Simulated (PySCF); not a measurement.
# Electron attachment to aminomethylium

Parent: `C=[NH2+]` ([CH4N]+). Optimised structure (Å), atoms numbered from 1:
```
C    -0.6330    0.0337   -0.0168
N     0.6381   -0.0326    0.0026
H    -1.2290   -0.8764    0.1236
H    -1.1265    1.0005   -0.1742
H     1.2258    0.7975   -0.1252
H     1.1321   -0.9191    0.1469
```

Computed at PBE0-D3(BJ)/ma-def2-TZVP // PBE0-D3(BJ)/def2-SVP with PySCF (density fitting, grid level 2). The prefix ma- adds one diffuse s and one diffuse p function on all atoms but H. Zero-point and thermal terms (298.15 K, 1 bar) come from unscaled PBE0-D3(BJ)/def2-SVP harmonic frequencies, with soft modes damped to free rotors in the entropy.

Frontier levels of the parent: HOMO -18.17 eV, LUMO -8.53 eV.

Reduction to the radical:
```
Vertical recombination energy (electronic)              : 5.91 eV
Adiabatic recombination energy (with zero-point energy) : 6.38 eV
Adiabatic, electronic part                              : 6.27 eV
Vertical gap at the product's structure                 : 7.18 eV
Inner reorganisation energy (four-point)                : 1273 meV
Relaxation of product / of parent                       : 359 / 914 meV
⟨S²⟩ of the product                                     : 0.754
Largest spin populations                                : C1 0.83, N2 0.21
Largest changes of atomic charge                        : C1 -0.38, N2 -0.25, H (on C1) -0.10, H (on C1) -0.10
Distances that move most (Å)                            : C1–N2 1.273 → 1.388; N2–H 1.025 → 1.014; N2–H 1.025 → 1.014
```

Against the Active Thermochemical Tables (version 1.112): recombination energy to the radical 6.26 (computed 6.38, error 0.11) eV.

Differences come from unrounded values, so a last digit can differ from that of the printed terms.
